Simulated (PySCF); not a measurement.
# SO₂H: structure of the doublet

The task is one start of a wider search on SO₂H: the doublet, from a trigonal planar start. It is relaxed, tested by its Hessian and followed downhill if it is a saddle.

Method: PBE0, basis S def2-TZVP, O def2-TZVP, H def2-TZVP, no relativity, density fitting; program: PySCF 2.14.0.

**1. Where the work starts**

4 atoms, charge 0, spin multiplicity 2.

Bond lengths: S1–O2 1.510 Å, S1–O3 1.510 Å, S1–H4 1.350 Å. Angles: O2–S1–O3 120.0°, O2–S1–H4 120.0°, O3–S1–H4 120.0°.

```xyz
4
charge 0 multiplicity 2
S     0.0000    0.0000    0.0000
O    -0.7550    1.3077    0.0000
O    -0.7550   -1.3077    0.0000
H     1.3500    0.0000    0.0000
```

**2. The SCF at the typed geometry**

One driver script runs all steps and calls PySCF; scf.py shows how it sets up the SCF of each step. The optimiser is the driver's own. After this first run the driver tries any further starts and a stability analysis.

Contents of scf.py:

```python
from pyscf import gto, scf, dft
mol = gto.M(atom='''
S      0.000000     0.000000     0.000000
O     -0.755000     1.307700     0.000000
O     -0.755000    -1.307700     0.000000
H      1.350000     0.000000     0.000000''',
    basis={'S': 'def2-TZVP', 'O': 'def2-TZVP', 'H': 'def2-TZVP'},
    charge=0, spin=1)
mf = dft.UKS(mol, xc='PBE0')
mf.grids.atom_grid = (50, 194)
aux = {'S': 'def2-universal-JKFIT', 'O': 'def2-universal-JKFIT', 'H': 'def2-universal-JKFIT'}
mf = mf.density_fit(auxbasis=aux)
mf.conv_tol = 1e-08
mf.diis_space = 10
mf.max_cycle = 60
mf.init_guess = 'minao'
mf.verbose = 4
mf.kernel()
```

Command:

```
OMP_NUM_THREADS=4 python axn.py task.json out
```

The runs that follow: Trigonal planar start, doublet: relaxation; Is it a minimum? Harmonic modes; Leaving the saddle point; Frequencies.

Before running it: what results should come out? Wanted: minimum; geometry; wavenumbers; dipole moment; highest occupied, lowest empty level; polar-tensor charge of S1; zero-point energy; atomisation energy; ⟨S²⟩.

The runs gave:

| quantity | value |
| --- | --- |
| minimum | doublet, Cs |
| geometry | S–H 1.381 Å, S–O 1.447 Å (×2); H–S–O 105.7° (×2), O–S–O 123.2° |
| wavenumbers (cm⁻¹) | 471 (a'), 823 (a'), 999 (a''), 1121 (a'), 1342 (a''), 2335 (a') |
| dipole moment | 2.55 D |
| highest occupied, lowest empty level (either spin) | -7.93, -4.10 eV |
| polar-tensor charge of S1 | +1.06 e |
| zero-point energy | 42.4 kJ/mol |
| entropy at 298.15 K | 263.0 J/(mol K) |
| atomisation energy (no zero-point energy) | 1167 kJ/mol |
| ⟨S²⟩ | 0.757 |

**Reading.** From C2v at the start the molecule goes to a Cs minimum, after a stop at a saddle point 92.7 kJ/mol higher, from which it was pushed off along an imaginary mode. In the infrared the band at 1342 cm⁻¹ (a'', stretch) leads. Other starts or spin states, not run here, may lie lower.
